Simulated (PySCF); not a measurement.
Compound: C₄H₄P (charge -1).
Numbering: `[cH:1]1[cH:2][cH:3][p-:4][cH:5]1`

Cartesian coordinates in Å at the GFN2-xTB level; atoms count from 1:
```
atom  x, y, z in Å
C1    -0.7389   -0.6487   -0.0488
C2     0.6563   -0.7350   -0.0478
C3     1.2609    0.5000    0.0356
P4     0.1132    1.8118    0.1153
C5    -1.1869    0.6512    0.0341
H6    -1.3985   -1.5099   -0.1074
H7     1.2053   -1.6708   -0.1063
H8     2.3320    0.6629    0.0517
H9    -2.2297    0.9445    0.0485
```

NICS is the negative of the GIAO shielding at a point without a nucleus: at the ring centre (0) and 1 Å above and below it (1); zz is the component along the ring normal. Level: GIAO PBE0/pcSseg-1 (PySCF, non-relativistic, gas phase) on the GFN2-xTB geometry, one conformer.

Ring bond lengths (Å), with Mayer bond orders in brackets: C1–C2 1.398 (1.35), C2–C3 1.378 (1.48), C3–P4 1.745 (1.28), P4–C5 1.745 (1.28), C5–C1 1.377 (1.48).

What do the NICS probes read (ppm)?

| ring | type | NICS(0) | NICS(1), two faces | NICS(1)zz, two faces | rms pucker (Å) | centre to ring atoms, mean (Å) |
| --- | --- | --- | --- | --- | --- | --- |
| C1–C2–C3–P4–C5 | 5-membered ring with P; formal bonds all aromatic | -13.9 | -12.1 / -12.1 | -32.7 / -32.7 | 0.00 | 1.29 |

What do they say, and how far can they be read as aromaticity?

- C1–C2–C3–P4–C5: mean NICS(1)zz -32.7 ppm, shielded.

How equal are the bonds by HOMA? Use HOMA with the parameters of Krygowski (1993).

- C1–C2–C3–P4–C5: HOMA 0.88; the largest term is that of C3–P4, α(R − Ropt)² = 0.26.

What is the mean of the two in-plane components of NICS at the second NICS(1) probe listed for ring C1–C2–C3–P4–C5, 1 Å off the ring?

The isotropic value is a third of the trace: (3 × -12.1 − (-32.7))/2 = -1.8 ppm.

Give the inner angles of the rings and the Hirshfeld charges of the ring atoms.

- C1–C2–C3–P4–C5: C1 112.5° (-0.154 e), C2 112.5° (-0.153 e), C3 112.8° (-0.209 e), P4 89.3° (-0.246 e), C5 112.8° (-0.209 e); sum 540.0° against 540° for a flat convex ring.

What are the shieldings of the ring atoms and their hydrogens in the same run (means over atoms taken as equivalent)?

```tsv
atoms	environment	σ isotropic (ppm)	principal values of the symmetric part, first atom (ppm)
C1 (×2)	aromatic CH carbon	72.1	-9.8, 71.5, 154.8
C3 (×2)	aromatic CH carbon	56.1	-63.2, 72.0, 159.4
P4	phosphorus bonded to 2 C	249.4	141.5, 159.8, 446.9
H6 (×2)	aromatic hydrogen	25.12	22.3, 24.8, 28.3
H8 (×2)	aromatic hydrogen	24.97	23.7, 23.7, 27.5
```
